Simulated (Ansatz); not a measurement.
Two shapes of doublet CH3O.

Shape 1:

```xyz
5

C     0.0811   -0.0141   -0.6705
O     0.0237   -0.0937    0.6556
H    -0.0319    0.8123    1.0183
H     0.0846   -1.0133   -1.1106
H    -0.4309    0.8418   -1.2370
```

Shape 2:

```xyz
5

C     0.0432   -0.0472   -0.6826
O     0.0315   -0.0475    0.6784
H    -0.0464    0.8526    0.9970
H     0.0444   -1.0439   -1.1296
H    -0.4060    0.7948   -1.2116
```

Basis set: STO-3G (spherical functions). Correlated methods keep 2 orbitals frozen. Charge 0, multiplicity 2.

Computed with Ansatz (development build ahead of 0.2.0); each method stands on the lowest determinant of its kind that the runs found.

(1) Which shape is lower in energy, and by how much in each method?

Answers

(1)

```csv
method,E(2) − E(1) (eV)
UHF,-0.125
UHF-MP2,-0.068
```

Shape 2 is lower.
